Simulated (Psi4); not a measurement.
# CH3S2 (methyldithio radical): levels of theory compared

We compute a comparison of 3 runs (UHF/STO-3G, UTPSSh/def2-TZVP, UMP2/def2-TZVP) of CH3S2 (methyldithio radical). 

Program for the calculation: Psi4 1.11.

## Step 1: The molecule

CH3S2: 6 atoms, total charge 0, spin state doublet. SMILES: `CS[S]`. Geometry: relaxed at PBE0-D4/def2-TZVP.

Bond lengths: C1–S2 1.804 Å, S2–S3 1.944 Å, C1–H4 1.092 Å, C1–H5 1.089 Å, C1–H6 1.089 Å. Angles: C1–S2–S3 106.2°, S2–C1–H4 107.3°, S2–C1–H5 109.6°, S2–C1–H6 109.6°, H4–C1–H5 110.1°, H4–C1–H6 110.1°, H5–C1–H6 110.1°.

## Step 2: Energy and gradient at UHF/STO-3G (run 1)

ch3s2.py

```python
import psi4

psi4.set_memory(1600000000)
psi4.set_num_threads(1)
psi4.core.set_output_file('run.log', False)

molecule = psi4.geometry("""
0 2
C     -0.338500     0.445000    -0.186900
S      0.027700    -0.841400     1.023300
S      1.608000    -1.765400     0.369700
H     -1.223700     0.978400     0.164800
H      0.505800     1.129500    -0.260400
H     -0.537100    -0.010200    -1.156500
units angstrom
symmetry c1
no_reorient
no_com
""")

psi4.set_options({
    'basis': 'STO-3G',
    'reference': 'uhf',
    'puream': True,
    'e_convergence': 1e-09,
    'd_convergence': 1e-08,
    'scf_type': 'pk',
    'maxiter': 200,
})

E, wfn = psi4.gradient("hf", return_wfn=True)
psi4.oeprop(wfn, "MAYER_INDICES", "DIPOLE", "QUADRUPOLE", title="HF")
print('gradient / Eh bohr^-1')
print(E.np.round(6))
print(f'energy = {wfn.energy():.10f} Eh')
for k, v in sorted(psi4.core.scalar_variables().items()):
    print(f'{k:45s} {v:18.10f}')
```

Command:

```bash
$ python ch3s2.py
```

run.log:

```text
[...]
  Running in c1 symmetry.
[...]
  Nuclear repulsion =  142.558683712854815
[...]
  Multiplicity = 2
[...]
  Nalpha       = 21
  Nbeta        = 20
[...]
    Number of basis functions: 26
[...]
   @UHF iter   1:  -825.39900155664725   -1.80764e+00   9.40420e-03 DIIS/ADIIS
[...]
   @UHF iter  15:  -825.48533114543943   -1.13687e-12   3.55395e-09 DIIS
[...]
   @S^2 Observed:                7.526158081E-01
[...]
    Orbital Energies [Eh]
    ---------------------
    Alpha Occupied:
       1A    -90.755010     2A    -90.698516     3A    -11.047326
       4A     -8.661515     5A     -8.619038     6A     -6.293187
       7A     -6.290671     8A     -6.289829     9A     -6.266002
      10A     -6.247570    11A     -6.240924    12A     -1.020424
      13A     -0.898308    14A     -0.713663    15A     -0.556297
      16A     -0.551822    17A     -0.441344    18A     -0.393029
      19A     -0.347929    20A     -0.259962    21A     -0.234376
    Alpha Virtual:
      22A      0.393920    23A      0.470878    24A      0.701220
      25A      0.701294    26A      0.717796
[...]
  @UHF Final Energy:  -825.48533114543943
   => Energetics <=
    Nuclear Repulsion Energy =            142.5586837128548154
    One-Electron Energy =               -1431.0364691019253769
    Two-Electron Energy =                 462.9924542436310162
    Total Energy =                       -825.4853311454394316
  UHF NO Occupations:
  HONO-2 :   19  A 1.9999326
  HONO-1 :   20  A 1.9987617
[...]
  -Total Gradient:
     Atom            X                  Y                   Z
    ------   -----------------  -----------------  -----------------
       1       -0.007130280571     0.007543733570    -0.001348049368
       2        0.049025391554    -0.019919471100    -0.031393545486
       3       -0.043458855293     0.021880153298     0.022465025150
       4       -0.005519366001     0.001116760700     0.004997502718
       5        0.006229328079    -0.002387128538     0.004942816976
       6        0.000853782259    -0.008234047968     0.000336250021
[...]
 Multipole Moments:
 ------------------------------------------------------------------------------------
     Multipole            Electronic (a.u.)      Nuclear  (a.u.)        Total (a.u.)
 ------------------------------------------------------------------------------------
 L = 1.  Multiply by 2.5417464519 to convert [e a0] to [Debye]
 Dipole X            :        -43.3552282           43.2467603           -0.1084679
 Dipole Y            :         70.1038656          -69.8085618            0.2953039
 Dipole Z            :        -37.8824483           37.6329509           -0.2494973
 Magnitude           :                                                    0.4015203
 L = 2.  Multiply by 1.3450342976 to convert [e a0^2] to [Debye ang]
 Quadrupole XX       :       -179.4178772          157.5273327          -21.8905445
 Quadrupole XY       :        169.6423284         -168.9735145            0.6688139
[...]
```

Standard output:

```text
gradient / Eh bohr^-1
[[-0.00713   0.007544 -0.001348]
 [ 0.049025 -0.019919 -0.031394]
 [-0.043459  0.02188   0.022465]
 [-0.005519  0.001117  0.004998]
 [ 0.006229 -0.002387  0.004943]
 [ 0.000854 -0.008234  0.000336]]
energy = -825.4853311454 Eh
CURRENT ENERGY                                   -825.4853311454
CURRENT REFERENCE ENERGY                         -825.4853311454
DD SOLVATION ENERGY                                 0.0000000000
HF KINETIC ENERGY                                 816.4021245351
HF POTENTIAL ENERGY                             -1641.8874556805
HF TOTAL ENERGY                                  -825.4853311454
HF VIRIAL RATIO                                     2.0111258978
NUCLEAR REPULSION ENERGY                          142.5586837129
ONE-ELECTRON ENERGY                             -1431.0364691019
PCM POLARIZATION ENERGY                             0.0000000000
PE ENERGY                                           0.0000000000
SCF ITERATION ENERGY                             -825.4853311454
SCF ITERATIONS                                     15.0000000000
SCF TOTAL ENERGY                                 -825.4853311454
TWO-ELECTRON ENERGY                               462.9924542436
```

Run time: 3.6 s. Hardware: 1 thread of Intel Xeon Platinum 8175M at 2.50GHz (Skylake/Cascade Lake), shared host; peak memory 0.18 GiB.

## Step 3: Energy and forces at UTPSSh/def2-TZVP (run 2)

job.json

```json
{
 "schema_name": "qcschema_input",
 "schema_version": 1,
 "molecule": {
  "schema_name": "qcschema_molecule",
  "schema_version": 2,
  "symbols": ["C", "S", "S", "H", "H", "H"],
  "geometry": [-0.63967229, 0.84092813, -0.35318981, 0.05234541, -1.59001556, 1.93375674, 3.03867961, -3.3361225, 0.69863175, -2.31245786, 1.84890804, 0.31142687, 0.95582347, 2.13444566, -0.49208468, -1.0149719, -0.01927521, -2.18546826],
  "molecular_charge": 0,
  "molecular_multiplicity": 2,
  "fix_symmetry": "c1",
  "fix_com": true,
  "fix_orientation": true
 },
 "driver": "gradient",
 "model": {
  "method": "tpssh",
  "basis": "def2-TZVP"
 },
 "keywords": {
  "reference": "uks",
  "puream": true,
  "e_convergence": 1e-09,
  "d_convergence": 1e-08,
  "scf_type": "pk",
  "dft_radial_points": 99,
  "dft_spherical_points": 590,
  "maxiter": 200,
  "scf_properties": ["MAYER_INDICES", "DIPOLE", "QUADRUPOLE"]
 }
}
```

Command:

```bash
$ psi4 --qcschema job.json -n 1 --memory 1600MB
```

stdout, shortened:

```text
[...]
  Running in c1 symmetry.
[...]
  Nuclear repulsion =  142.558683753889426
[...]
  Multiplicity = 2
[...]
  Nalpha       = 21
  Nbeta        = 20
[...]
    Number of basis functions: 123
[...]
   @UKS iter   1:  -836.11660161730481   -9.19748e-02   6.38874e-03 DIIS/ADIIS
[...]
   @UKS iter  14:  -836.36516925347428   -1.93268e-12   3.61581e-09 DIIS
[...]
   @S^2 Observed:                7.555571049E-01
[...]
  @UKS Final Energy:  -836.36516925347428
   => Energetics <=
    Nuclear Repulsion Energy =            142.5586837538894258
    One-Electron Energy =               -1436.6383441384944035
    Two-Electron Energy =                 510.0708886224551861
    DFT Exchange-Correlation Energy =     -52.3563974913245076
    Empirical Dispersion Energy =           0.0000000000000000
    VV10 Nonlocal Energy =                  0.0000000000000000
    Total Energy =                       -836.3651692534742779
[...]
 Multipole Moments:
 ------------------------------------------------------------------------------------
     Multipole            Electronic (a.u.)      Nuclear  (a.u.)        Total (a.u.)
 ------------------------------------------------------------------------------------
 L = 1.  Multiply by 2.5417464519 to convert [e a0] to [Debye]
 Dipole X            :        -43.8297708           43.2467603           -0.5830105
 Dipole Y            :         70.5653674          -69.8085617            0.7568057
 Dipole Z            :        -37.9199434           37.6329509           -0.2869925
 Magnitude           :                                                    0.9975073
 L = 2.  Multiply by 1.3450342976 to convert [e a0^2] to [Debye ang]
 Quadrupole XX       :       -182.6168114          157.5273327          -25.0894787
 Quadrupole XY       :        170.0602445         -168.9735143            1.0867302
[...]
  -Total Gradient:
     Atom            X                  Y                   Z
    ------   -----------------  -----------------  -----------------
       1        0.001458852975    -0.004212704685     0.003640380293
       2        0.002956396993     0.001310953419    -0.005091590081
       3       -0.004594390827     0.003019385211     0.001487348103
       4        0.000312479835    -0.000157146857    -0.000158525614
       5       -0.000130375433    -0.000058881542     0.000001006938
       6       -0.000002764764     0.000094533794     0.000126103343
[...]
```

The result, in JSON:

```text
{
 "driver": "gradient",
 "model": {
  "method": "tpssh",
  "basis": "def2-TZVP"
 },
 "success": true,
 "return_result": [0.0014588529747349421, -0.004212704684568747, 0.0036403802931595057, 0.0029563969927069444, 0.0013109534194435254, -0.0050915900814708925, -0.004594390826896527, 0.003019385211208661, 0.0014873481030067554, 0.0003124798352735769, -0.00015714685724185773, -0.00015852561388988995, -0.00013037543313826339, -5.888154231878384e-05, 1.006938038703581e-06, -2.7647640032657517e-06, 9.453379399973483e-05, 0.00012610334292975645],
 "properties": {
  "calcinfo_nbasis": 123,
  "calcinfo_nmo": 123,
  "calcinfo_nalpha": 21,
  "calcinfo_nbeta": 20,
  "calcinfo_natom": 6,
  "nuclear_repulsion_energy": 142.55868375388943,
  "return_energy": -836.3651692534743,
  "return_gradient": [0.0014588529747349421, -0.004212704684568747, 0.0036403802931595057, 0.0029563969927069444, 0.0013109534194435254, -0.0050915900814708925, -0.004594390826896527, 0.003019385211208661, 0.0014873481030067554, 0.0003124798352735769, -0.00015714685724185773, -0.00015852561388988995, -0.00013037543313826339, -5.888154231878384e-05, 1.006938038703581e-06, -2.7647640032657517e-06, 9.453379399973483e-05, 0.00012610334292975645],
  "scf_one_electron_energy": -1436.6383441384944,
  "scf_two_electron_energy": 510.0708886224552,
  "scf_xc_energy": -52.35639749132451,
  "scf_dipole_moment": [-0.5830104755510632, 0.7568057037971272, -0.28699245429969267],
  "scf_total_energy": -836.3651692534743,
  "scf_total_gradient": [0.0014588529747349421, -0.004212704684568747, 0.0036403802931595057, 0.0029563969927069444, 0.0013109534194435254, -0.0050915900814708925, -0.004594390826896527, 0.003019385211208661, 0.0014873481030067554, 0.0003124798352735769, -0.00015714685724185773, -0.00015852561388988995, -0.00013037543313826339, -5.888154231878384e-05, 1.006938038703581e-06, -2.7647640032657517e-06, 9.453379399973483e-05, 0.00012610334292975645],
  "scf_iterations": 14
 }
}
```

Wall time 3.1 min (1 thread of Intel Xeon Platinum 8175M at 2.50GHz (Skylake/Cascade Lake), shared host); peak memory 0.79 GiB.

## Step 4: A single-point energy at UMP2/def2-TZVP (run 3)

ch3s2.json

```json
{
 "schema_name": "qcschema_input",
 "schema_version": 1,
 "molecule": {
  "schema_name": "qcschema_molecule",
  "schema_version": 2,
  "symbols": ["C", "S", "S", "H", "H", "H"],
  "geometry": [-0.63967229, 0.84092813, -0.35318981, 0.05234541, -1.59001556, 1.93375674, 3.03867961, -3.3361225, 0.69863175, -2.31245786, 1.84890804, 0.31142687, 0.95582347, 2.13444566, -0.49208468, -1.0149719, -0.01927521, -2.18546826],
  "molecular_charge": 0,
  "molecular_multiplicity": 2,
  "fix_symmetry": "c1"
 },
 "driver": "energy",
 "model": {
  "method": "mp2",
  "basis": "def2-TZVP"
 },
 "keywords": {
  "reference": "uhf",
  "puream": true,
  "e_convergence": 1e-09,
  "d_convergence": 1e-08,
  "scf_type": "pk",
  "num_frozen_docc": 11,
  "mp2_type": "conv",
  "maxiter": 200
 }
}
```

Command:

```bash
$ psi4 --qcschema ch3s2.json -n 1 --memory 1600MB
```

stdout:

```text
[...]
  Running in c1 symmetry.
[...]
  Nuclear repulsion =  142.558683753889426
[...]
  Multiplicity = 2
[...]
  Nalpha       = 21
  Nbeta        = 20
[...]
    Number of basis functions: 123
[...]
   @UHF iter   1:  -834.62942193185188   -3.94484e-01   3.01191e-03 ADIIS/DIIS
[...]
   @UHF iter  17:  -834.70844250223900   -1.75078e-11   7.78776e-09 DIIS
[...]
   @S^2 Observed:                7.748170145E-01
[...]
    Orbital Energies [Eh]
    ---------------------
    Alpha Occupied:
       1A    -92.000131     2A    -91.974149     3A    -11.266918
       4A     -9.001964     5A     -8.977473     6A     -6.687205
       7A     -6.682264     8A     -6.680862     9A     -6.670294
      10A     -6.655831    11A     -6.654202    12A     -1.106794
      13A     -0.972660    14A     -0.812797    15A     -0.614685
      16A     -0.610388    17A     -0.546672    18A     -0.495101
      19A     -0.477292    20A     -0.370443    21A     -0.353731
    Alpha Virtual:
      22A      0.133084    23A      0.149163    24A      0.188566
      25A      0.201560    26A      0.211714    27A      0.287617
[...]
  @UHF Final Energy:  -834.70844250223900
   => Energetics <=
    Nuclear Repulsion Energy =            142.5586837538894258
    One-Electron Energy =               -1435.9974028807105242
    Two-Electron Energy =                 458.7302766245820749
    Total Energy =                       -834.7084425022389951
  UHF NO Occupations:
  HONO-2 :   19  A 1.9957744
  HONO-1 :   20  A 1.9933335
[...]
 Multipole Moments:
 ------------------------------------------------------------------------------------
     Multipole            Electronic (a.u.)      Nuclear  (a.u.)        Total (a.u.)
 ------------------------------------------------------------------------------------
 L = 1.  Multiply by 2.5417464519 to convert [e a0] to [Debye]
 Dipole X            :          2.3706978           -2.8375711           -0.4668733
 Dipole Y            :         -3.9497916            4.6512847            0.7014931
 Dipole Z            :          2.2748473           -2.6258264           -0.3509792
 Magnitude           :                                                    0.9128250
[...]
	SCS-MP2 Total Energy (a.u.)        :  -835.19573744968045
	SOS-MP2 Total Energy (a.u.)        :  -835.15650311159561
	SCSN-MP2 Total Energy (a.u.)       :  -834.91559980732734
[...]
	SOS-PI-MP2 Total Energy (a.u.)     :  -835.23117987982175
[...]
	MP2 Total Energy (a.u.)            :  -835.19952935762433
[...]
```

The result, in JSON:

```text
{
 "driver": "energy",
 "model": {
  "method": "mp2",
  "basis": "def2-TZVP"
 },
 "success": true,
 "return_result": -835.1995293576243,
 "properties": {
  "calcinfo_nbasis": 123,
  "calcinfo_nmo": 123,
  "calcinfo_nalpha": 21,
  "calcinfo_nbeta": 20,
  "calcinfo_natom": 6,
  "nuclear_repulsion_energy": 142.55868375388943,
  "return_energy": -835.1995293576243,
  "scf_one_electron_energy": -1435.9974028807105,
  "scf_two_electron_energy": 458.7302766245821,
  "scf_dipole_moment": [-0.46687325265475277, 0.7014930695775305, -0.35097916916376803],
  "scf_total_energy": -834.708442502239,
  "scf_iterations": 17,
  "mp2_same_spin_correlation_energy": -0.11770301425477933,
  "mp2_opposite_spin_correlation_energy": -0.3733838411305017,
  "mp2_singles_energy": 0.0,
  "mp2_doubles_energy": -0.491086855385281,
  "mp2_correlation_energy": -0.49108685538533337,
  "mp2_total_energy": -835.1995293576243
 }
}
```

Wall time 26 s (1 thread of Intel Xeon Platinum 8175M at 2.50GHz (Skylake/Cascade Lake), shared host); peak memory 0.99 GiB.

## Step 5: Overview of the runs

| run | level | integration grid | task | energy (Eh) | dipole moment (D) | HOMO energy (eV) | LUMO energy (eV) | wall time |
| --- | --- | --- | --- | --- | --- | --- | --- | --- |
| 1 | UHF/STO-3G | – | gradient | -825.485331 | 1.02 | -6.33 | 5.88 | 3.6 s |
| 2 | UTPSSh/def2-TZVP | 99 radial × 590 angular | gradient | -836.365169 | 2.54 | -5.95 | -3.81 | 3.1 min |
| 3 | UMP2/def2-TZVP | – | energy | -835.199529 | – | -9.63 | 0.63 | 26 s |

## Step 6: What came out

| quantity | value |
| --- | --- |
| run 3: total energy | -835.19953 Eh |
| run 3: HOMO energy (Hartree–Fock orbitals) (highest over α and β) | -9.63 eV |
| run 3: LUMO energy (Hartree–Fock orbitals) (lowest over α and β) | 0.63 eV |
| run 3: correlation energy (11 core orbitals frozen) | -491.1 mEh |
| run 3: ⟨S²⟩ of the reference determinant | 0.775 |

**Reading.** In run 1 the basis is minimal, so the values are rough. All runs together took 3.6 min, the longest 3.1 min.
